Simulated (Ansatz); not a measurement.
# AlBH (quartet): from Hartree-Fock to the top rungs at scale of all distances = 1.277, 6-31G

How much of the correlation energy of AlBH (quartet) does each wave-function method recover here?

Method: 6-31G, core rule «outside noble gas», up to 6 orbitals frozen; program: Ansatz 0.2.0, Gaussian basis.

The runs, in order: UHF; CCSD(T) on ROHF; CCSD(T) on UHF; BCCD(T) on ROHF; CISD as a restricted active space (open shells left free, so some higher excitations enter); CCSDT(Q) on ROHF; CCSDT(Q) on UHF; CISDTQ; CCSDTQ on ROHF; CCSDTQ on UHF; CASSCF and MRCISD+Q, 5 electrons in 5 orbitals; CASSCF and NEVPT2, 5 electrons in 5 orbitals; CASSCF and MRCISD+Q, 7 electrons in 9 orbitals; CASSCF and NEVPT2, 7 electrons in 9 orbitals; Full CI.

16 further runs of the same task are left out: 10 that didn't finish, 6 set aside as unsound or not needed. Runs told in other sessions of the task aren't counted.

## Step 1: The geometry

The geometry derives from a PBE0/def2-TZVP stationary point (not a proven minimum). All distances are scaled together.

3 atoms, charge 0, spin multiplicity 4.

Atoms are counted from 1 here; the program's logs count them from 0.

Bond lengths: B1–Al2 2.478 Å.

## Step 2: UHF

in.yaml

```yaml
crystal:
  periodic: [false, false, false]
  atoms:
    - {symbol: B, position_ang: [0.000000, 0.000000, 0.321676]}
    - {symbol: Al, position_ang: [0.000000, 0.000000, -2.156725]}
    - {symbol: H, position_ang: [0.000000, 0.000000, 1.835049]}
basis:
  gaussian: {orbitals: 6-31G}
magnetization: {spin_polarized: true, initial_magnetization: 3}
hamiltonian: {xc: hf}
output: {orbitals: {seedname: orbitals}}
```

Started as:

```sh
ansatz run in.yaml --threads 1 --pin off --events-out ev --progress --plain --max-ram 2393MiB
```

The runs that follow: CCSD(T) on ROHF; CCSD(T) on UHF; BCCD(T) on ROHF; CISD as a restricted active space (open shells left free, so some higher excitations enter); CCSDT(Q) on ROHF; CCSDT(Q) on UHF; CISDTQ; CCSDTQ on ROHF; CCSDTQ on UHF; CASSCF and MRCISD+Q, 5 electrons in 5 orbitals; CASSCF and NEVPT2, 5 electrons in 5 orbitals; CASSCF and MRCISD+Q, 7 electrons in 9 orbitals; CASSCF and NEVPT2, 7 electrons in 9 orbitals; Full CI.

**Question.** What will the summary of the whole plan be? Wanted: FCI from the RHF energy; RMP2 from FCI; UMP2 from FCI; RCCSD from FCI; RCCSD(T) from FCI; UCCSD(T) from FCI; RCCSDT(Q) from FCI; UCCSDT(Q) from FCI; MRCISD+Q pair from FCI.

The runs gave:

| quantity | value |
| --- | --- |
| FCI from the ROHF energy | -3.1582 eV |
| RMP2 from FCI | +116.5 kJ/mol |
| UMP2 from FCI | +111.3 kJ/mol |
| RCCSD from FCI | +18.8 kJ/mol |
| RCCSD(T) from FCI | +6.3 kJ/mol |
| UCCSD(T) from FCI | +6.1 kJ/mol |
| RCCSDT(Q) from FCI | +0.7 kJ/mol |
| UCCSDT(Q) from FCI | +0.8 kJ/mol |
| MRCISD+Q pair from FCI | -10.0 kJ/mol |
| NEVPT2 valence from FCI | +16.7 kJ/mol |
| MRCISD+Q valence from FCI | +0.9 kJ/mol |
| levels within 1 kcal/mol (43 meV) | RCCSDT, UCCSDT, CISDTQ, RCCSDT(Q), UCCSDT(Q), RCCSDTQ, UCCSDTQ, MRCISD valence, MRCISD+Q valence |
| T1 diagnostic | 0.093 |
| effectively unpaired electrons | 3.11 |

**Reading.** RCCSD(T) lands +6.3 kJ/mol from the yardstick (2.1 % of the correlation energy). MRCISD+Q pair falls below full CI: the +Q correction isn't variational, and the cores differ from full CI's. The occupations are near whole numbers, but T1 = 0.093 shows that the orbitals relax strongly. Of the multireference levels listed MRCISD+Q valence comes nearest in total energy (+0.9 kJ/mol), which doesn't show that its space is the better one. Coupled cluster took another determinant than the lowest Hartree-Fock one. These misses are within one basis, not against nature; the frozen cores of restricted and unrestricted runs differ, which can shift their rows.

Levels on UHF freeze UHF's core orbitals, full CI those of ROHF, so the U rows can settle a little off it for that reason alone.

With open shells the CI space here admits some higher excitations, so it is larger than plain CISD.
